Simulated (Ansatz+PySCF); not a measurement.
The numbers below are computed, except where a source is named.
Several solutions for singlet MgO

```xyz
2

Mg    0.0000    0.0000   -0.6991
O     0.0000    0.0000    1.0486
```

Basis set: def2-SVP (spherical functions). Charge 0, multiplicity 1.

r²SCAN (unrestricted) was run from several starts with Ansatz (development build ahead of 0.2.0).

| run | program | start | converged | energy (hartree) | <S²> |
| --- | --- | --- | --- | --- | --- |
| A | Ansatz | atomic start, no search | yes | -275.01662 | – |
| B | Ansatz | search for the lowest state | yes | -275.02333 | – |
| C | Ansatz | stability test followed | yes | -275.02333 | – |

Question: Which runs reached the lowest solution of this kind, and what is wrong with the others?

Answer: B, C reached the lowest solution found. Converged but too high: A by 0.18 eV. Convergence only shows a stationary point, and even a stable one can lie too high; stability tests and further starts are what find lower ones.
